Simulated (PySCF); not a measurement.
**SiH2: from structure and modes to constants**

These are results of PBE/[Si def2-TZVP, H def2-TZVP], no relativity, density fitting, PySCF, not measurements.

The singlet minimum has C2v symmetry. Masses (u): Si 27.97693, H 1.00782.

```xyz
3
charge 0 multiplicity 1, angstrom
Si    0.0000    0.0000   -0.0728
H     1.0928    0.0000    1.0105
H    -1.0928    0.0000    1.0105
```

Harmonic wavenumbers (cm⁻¹): 974.9 (a1, ×1), 1973.4 (a1, ×1), 1979.6 (b2, ×1).

Task: Find the principal moments of inertia and the rotational constants. What kind of rotor is it?

Result: About the centre of mass I = 2.2067, 2.4073, 4.614 u Å². With B = 16.8576/I this gives 7.639, 7.003, 3.654 cm⁻¹. The molecule is an asymmetric top with κ = 0.68.

Task: What is the harmonic zero-point energy?

Result: Half the sum of all 3 wavenumbers, 4928/2 = 2464 cm⁻¹, which is 29.5 kJ/mol (1 cm⁻¹ = 0.0119627 kJ/mol).

Task: Find the vibrational entropy and heat capacity at 298.15 K.

Result: With u = 1.43878 ω/T, each mode gives S = R[u/(eᵘ−1) − ln(1−e⁻ᵘ)] and C = R u² eᵘ/(eᵘ−1)².
```json
{"ω (cm⁻¹)": "974.9", "u": "4.705", "S (J/(mol K))": "0.43", "C (J/(mol K))": "1.70"}
{"ω (cm⁻¹)": "1973.4", "u": "9.523", "S (J/(mol K))": "0.01", "C (J/(mol K))": "0.06"}
{"ω (cm⁻¹)": "1979.6", "u": "9.553", "S (J/(mol K))": "0.01", "C (J/(mol K))": "0.05"}
```
The sums over all modes are S = 0.4 and C = 1.8 J/(mol K); the softest mode gives 97 % of the entropy.

Task: Give the standard entropy (298.15 K, 1 bar) by its translational, rotational, vibrational and spin parts, and Cp.

Result: Sackur–Tetrode with M = 29.99 u gives 151.3; rotation with symmetry number 2 gives 56.1; vibration 0.4; spin R ln 1 = 0.0. The total is 207.8 J/(mol K), and Cp = 4 R + 1.8 = 35.1 J/(mol K).
